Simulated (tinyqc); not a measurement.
Worked calculation: geometry optimisation on the UHF/sto-6g surface (energies and gradients from PySCF), for OH+, spin multiplicity 3. One step of it, computed by the program tinyqc.

Problem. Step 2: move. Quasi-Newton step p = -H^(-1) g (the inverse Hessian comes from BFGS updates; coordinates in the order x, y, z of each atom); steps longer than 0.3 bohr are cut back.

positions after step 1 (bohr):
```
,x,y,z
1O,0.000000,0.000000,-0.212132
2H,0.000000,0.000000,2.037607
```

gradient (hartree/bohr):
```
,x,y,z
1O,0.00000000,0.00000000,-0.05977723
2H,0.00000000,0.00000000,0.05977723
```

inverse Hessian in use (bohr^2/hartree):
```
,1,2,3,4,5,6
1,1.666667,0.000000,0.000000,0.000000,0.000000,0.000000
2,0.000000,1.666667,0.000000,0.000000,0.000000,0.000000
3,0.000000,0.000000,1.385450,0.000000,0.000000,0.281217
4,0.000000,0.000000,0.000000,1.666667,0.000000,0.000000
5,0.000000,0.000000,0.000000,0.000000,1.666667,0.000000
6,0.000000,0.000000,0.281217,0.000000,0.000000,1.385450
```

Give: positions after step 2.

Solution.

positions after step 2 (bohr):
```
,x,y,z
1O,0.000,0.000,-0.146
2H,0.000,0.000,1.972
```
